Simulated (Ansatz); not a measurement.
`C/N=C(\N)O` → 2 C• + 6 H• + 2 N• + O•  (atomization)

Gas-phase electronic energies from Ansatz, PBE0-D4/def2-TZVP geometries. CCSD(T)/CBS adds triple-zeta CCSD(T) − MP2 to the extrapolated MP2 energy (def2 sets, frozen cores). This one scheme is used for every species, atoms too. Open shells (•) are unrestricted, without spin–orbit coupling. Spin–orbit coupling would lower the free atoms: a little for C, O. One conformer a species, not always the lowest.

`C/N=C(\N)O`:

Z-matrix (Å, degrees):
```
C
N 1 1.439
H 1 1.099 2 112.6
H 1 1.090 2 109.5 3 119.3
H 1 1.102 2 112.8 3 -121.9
C 2 1.266 1 117.7 3 61.1
O 6 1.347 2 120.3 1 -179.4
N 6 1.365 2 128.5 1 -1.6
H 7 0.965 6 104.9 2 0.9
H 8 1.004 6 116.9 2 20.3
H 8 1.005 6 116.8 2 164.3
```

| level | ΔE (kJ/mol) |
| --- | --- |
| HF/def2-TZVPP | 2880.2 |
| CCSD/CBS(def2) | 4207.1 |

What does CCSD(T)/CBS give? (Best estimate.)

Computed: +4287.9 kJ/mol. The listed levels differ from it by -1407.7, -80.8 kJ/mol.

What do rigid-rotor, harmonic-oscillator terms from PBE0-D4/def2-TZVP frequencies (298.15 K, 1 bar) make of the CCSD(T)/CBS value? (Best estimate.)

Ansatz gave: ΔZPE = -240.3 kJ/mol, ΔH = +4097.8 kJ/mol, ΔS = 1161 J/(mol·K), ΔG = +3751.7 kJ/mol. Open shells count their whole term as degenerate.

Largest T1 diagnostic among the species: 0.012.

From PBE to PBE0 (25 % exact exchange), in def2-TZVPP and without D4, ΔE moves by −128.0 kJ/mol: exact exchange takes away binding that semilocal exchange gives to molecules. In def2-TZVPP, CCSD(T) changes the Hartree–Fock value by +1274.1 kJ/mol (the triples alone add +80.8 kJ/mol) and MP2 by +1365.3 kJ/mol; breaking electron pairs costs correlation energy, which Hartree–Fock lacks.

For atomizations the MP2-based limit and the directly extrapolated one differ by several kJ/mol either way, and by 10 to 25 for some Ge, Se and Sn compounds, so smaller differences from it don't rank the levels.
